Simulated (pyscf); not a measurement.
PySCF, gas phase, ωB97X-D3(BJ)/def2-SVP geometries. MP2 and CC: frozen core, UHF for open shells. ΔMP2 is the change of the MP2 total energy from the triple- to the quadruple-zeta basis.

Q: PBE/def2-TZVP puts the barrier of H₂N–B(Cl)–Cl + hydrogen fluoride (HF) -> ammonia (NH₃) + F–B(Cl)–Cl (four-centre exchange; singlet surface; B–N, F–H broken, H–N, B–F formed) at 9.8 kcal/mol and the reaction energy at -3.5 kcal/mol, from the separated reactants. What do PBE0-D3(BJ)/def2-TZVP, ωB97M-D3(BJ)/def2-TZVP, CCSD(T)/def2-TZVPP + ΔMP2(QZVPP) give on the same structures?

A: PBE0-D3(BJ): ΔE‡ = 11.3 kcal/mol, ΔE = -1.8 kcal/mol; ωB97M-D3(BJ): ΔE‡ = 12.4 kcal/mol, ΔE = -2.8 kcal/mol; CCSD(T): ΔE‡ = 15.7 kcal/mol, ΔE = -1.6 kcal/mol. PBE's barrier lies under all of them, by 1.5 to 5.9 kcal/mol. Its reaction energy lies under all of them, by 0.6 to 1.9 kcal/mol. On the product side the descent ends in an adduct with a B–N contact, 24.9 kcal/mol under the separated species and 39.9 kcal/mol under the saddle at ωB97X-D3(BJ)/def2-TZVP. What is counted as broken (B–N) persists as a longer contact in the product adduct; parting that adduct is a step of its own. At ωB97X-D3(BJ) the barrier from the zero used here is 12.6 kcal/mol. This is the saddle that the search found; another between the same sides may lie lower. The CCSD(T) − MP2 part came from Ansatz, without density fitting, on the same reference.
